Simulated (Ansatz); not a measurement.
A made-up structure of CH₄SSi, singlet:

```xyz
7
angstrom
C -0.7136 0.1727 -0.7015
Si 0.0719 0.4082 0.6164
S 1.3925 -0.7280 0.8692
H -0.6058 -0.6089 -1.5634
H -1.3710 0.8325 -0.7069
H -0.0734 1.4726 1.7927
H 1.2993 -1.5491 -0.3064
```

It is relaxed with PBE-D4/def2-SVP and then PBE0-D4/def2-TZVP (Ansatz 0.2.0). Atoms count as bonded within 1.22 times the sum of their covalent radii (H–H: 0.88 Å). The end point is not checked to be a true minimum.

Problem. Does its bonding change? (Judge from chemistry; the calculation decides.)

Solution. By the calculation: No: no bond forms or breaks.

Where it ends: The first stage lowers the energy by 4.13 eV in 8 steps. It ends as CH₄SSi ([CH2][SiH][SH]):
```json
{"atom": "C1", "x (Å)": "-0.8877", "y (Å)": "0.2871", "z (Å)": "-0.7803"}
{"atom": "Si2", "x (Å)": "0.1031", "y (Å)": "0.3577", "z (Å)": "0.5920"}
{"atom": "S3", "x (Å)": "1.7212", "y (Å)": "-0.9155", "z (Å)": "1.0530"}
{"atom": "H4", "x (Å)": "-0.7769", "y (Å)": "-0.4425", "z (Å)": "-1.5723"}
{"atom": "H5", "x (Å)": "-1.6907", "y (Å)": "1.0060", "z (Å)": "-0.8973"}
{"atom": "H6", "x (Å)": "-0.0458", "y (Å)": "1.3512", "z (Å)": "1.6729"}
{"atom": "H7", "x (Å)": "1.5767", "y (Å)": "-1.6441", "z (Å)": "-0.0679"}
```

Labels in which every atom is bracketed show which atoms are joined, not bond orders.

For scale, one of the runs: PBE0-D4/def2-TZVP relaxation, 129 basis functions, launched by `ansatz run in.yaml --threads 2 --pin off --events-out ev --progress --plain --max-ram 4352MiB`. The run took about 17 s on 2 CPU threads of an Arm Neoverse V1 (shared host).
